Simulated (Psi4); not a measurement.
# PH3 (phosphine) at SCAN/def2-TZVPPD (sweep point 5)

Wanted: energy and one-electron properties of PH3 (phosphine). 

Program for the calculation: Psi4 1.11.

4 further runs of the same task are left out: 4 set aside as unsound or not needed.

**1. Starting point**

PH3: 4 atoms, total charge 0, spin state singlet. SMILES: `P`. Geometry: relaxed at PBE0-D4/def2-TZVP.

Bond lengths: P1–H2 1.420 Å, P1–H3 1.420 Å, P1–H4 1.420 Å. Angles: H2–P1–H3 93.1°, H2–P1–H4 93.1°, H3–P1–H4 93.1°.

**2. Energy and one-electron properties at SCAN/def2-TZVPPD (sweep point 5)**

The input, calc.inp:

```
memory 1600 mb

molecule geom {
  0 1
  P      0.65384524    -0.61699558    -0.62890085
  H      1.19222821    -0.06425069     1.94074873
  H     -1.90011962    -1.25288842    -0.10809233
  H      0.05423514     1.93413469    -1.20356657
  units au
  symmetry c1
}

set globals {
  basis                def2-TZVPPD
  puream               true
  scf_type             pk
  dft_radial_points    99
  dft_spherical_points 590
}

result, w = energy('scan', return_wfn=True)
oeprop(w, 'DIPOLE', 'QUADRUPOLE', 'MULLIKEN_CHARGES', 'LOWDIN_CHARGES', title='SCAN')
print_variables()
```

The run is started by

```
$ psi4 calc.inp calc.out -n 1
```

calc.out:

```text
[...]
  Running in c1 symmetry.
[...]
  Nuclear repulsion =   17.542621848700300
[...]
  Multiplicity = 1
[...]
  Nalpha       = 9
  Nbeta        = 9
[...]
    Number of basis functions: 99
[...]
   @RKS iter   1:  -343.11008199298249   -2.09315e-01   4.20182e-03 DIIS/ADIIS
[...]
   @RKS iter   7:  -343.17263976952887   -1.18308e-08   2.22724e-07 DIIS
[...]
    Orbital Energies [Eh]
    ---------------------
    Doubly Occupied:
       1A    -76.776041     2A     -6.468139     3A     -4.613485
       4A     -4.613482     5A     -4.608783     6A     -0.609126
       7A     -0.359831     8A     -0.359764     9A     -0.255899
[...]
  @RKS Final Energy:  -343.17263976952887
   => Energetics <=
    Nuclear Repulsion Energy =             17.5426218487002998
    One-Electron Energy =                -508.6460147251616490
    Two-Electron Energy =                 172.2840281644627964
    DFT Exchange-Correlation Energy =     -24.3532750575303290
    Empirical Dispersion Energy =           0.0000000000000000
    VV10 Nonlocal Energy =                  0.0000000000000000
    Total Energy =                       -343.1726397695288711
[...]
 Multipole Moments:
 ------------------------------------------------------------------------------------
     Multipole            Electronic (a.u.)      Nuclear  (a.u.)        Total (a.u.)
 ------------------------------------------------------------------------------------
 L = 1.  Multiply by 2.5417464519 to convert [e a0] to [Debye]
 Dipole X            :          1.0679446           -1.2197313           -0.1517867
 Dipole Y            :         -1.0078165            1.1510724            0.1432559
 Dipole Z            :         -1.0274503            1.1733711            0.1459208
 Magnitude           :                                                    0.2546652
 L = 2.  Multiply by 1.3450342976 to convert [e a0^2] to [Debye ang]
 Quadrupole XX       :        -18.3503154            6.8748203          -11.4754951
 Quadrupole XY       :         -0.1471070            0.6725223            0.5254153
[...]
  Mulliken Charges: (a.u.)
   Center  Symbol    Alpha    Beta     Spin     Total
       1     P     7.53659  7.53659  0.00000 -0.07318
       2     H     0.48785  0.48785  0.00000  0.02430
       3     H     0.48779  0.48779  0.00000  0.02442
       4     H     0.48777  0.48777  0.00000  0.02446
   Total alpha =  9.00000, Total beta =  9.00000, Total charge = -0.00000
  Lowdin Charges: (a.u.)
   Center  Symbol    Alpha    Beta     Spin     Total
       1     P     7.11487  7.11487  0.00000  0.77025
       2     H     0.62837  0.62837  0.00000 -0.25673
[...]
```

It took 10 s on 1 thread of AMD EPYC 9R45 (Zen 5), shared host; peak memory 0.79 GiB.

Atomic charges (e):

| atom | Löwdin | Mulliken |
| --- | --- | --- |
| P1 | +0.770 | -0.073 |
| H2 | -0.257 | +0.024 |
| H3 | -0.257 | +0.024 |
| H4 | -0.257 | +0.024 |

**3. Summary of results**

At SCAN/def2-TZVPPD (sweep point 5):

| quantity | value |
| --- | --- |
| total energy | -343.17264 Eh |
| dipole moment | 0.65 D |
| HOMO energy | -6.96 eV |
| LUMO energy | 0.12 eV |
| HOMO–LUMO gap | 7.09 eV |
